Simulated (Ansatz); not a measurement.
**Cd₂Mo: from a trial structure to a relaxed crystal**

Method: DFT PBE, scalar-relativistic, plane waves, PAW (Ansatz 0.2.0). Cutoff 420 eV, Γ-centred k mesh, Gaussian smearing, no spin polarisation in the final step.

The start puts Cd₂Mo on the AlB2 structure type (P6/mmm, No. 191), with Mo in place of Al, Cd in place of B, at a guessed volume.

```
CELL_PARAMETERS angstrom
3.97096 0.00000 0.00000
-1.98548 3.43895 0.00000
0.00000 0.00000 4.28758
ATOMIC_POSITIONS crystal
Cd 0.33333 0.66667 0.50000
Cd 0.66667 0.33333 0.50000
Mo 0.00000 0.00000 0.00000
```

Cell and atoms relax at zero pressure; the relaxation can't lower the symmetry of the start. After a coarse first stage the cell is made exact in the group found at 0.06 Å.

The zero of energy is the elements' standard structures at the same level; no fitted shifts are applied.

Task: What does it relax into?

Result: It keeps P6/mmm (No. 191), but not the shape of the type it started on. Conventional cell: a = 4.869 Å, c = 2.757 Å. Around Cd lie 5 Cd at 2.76–2.81 Å and 6 Mo at 3.13 Å; Mo is coordinated by 2 Mo at 2.76 Å and 12 Cd at 3.13 Å.

```
Cd Mo
1.0
     4.86873    0.00000    0.00000
    -2.43437    4.21645    0.00000
     0.00000    0.00000    2.75662
Cd Mo
2 1
Cartesian
  0.0000 2.8110 1.3783
  2.4344 1.4055 1.3783
  0.0000 0.0000 0.0000
```

Task: What are its volume, energy, density and gap?

Result: The volume per atom is 18.86 Å³, the density is 9.41 g/cm³ and the energy over the elements is 0.59 eV/atom. The gap on the 12×12×16 mesh is 0 eV (a metal).

The final run used a 12×12×16 mesh on its 3-atom cell and 0.10 eV smearing. For metals, differences of a few meV/atom aren't resolved. Symmetry constrained the relaxation, so the result can be a saddle point.

Cost: 4 runs of about 2.4 core-minutes in all, on Arm Neoverse V1 (shared hosts).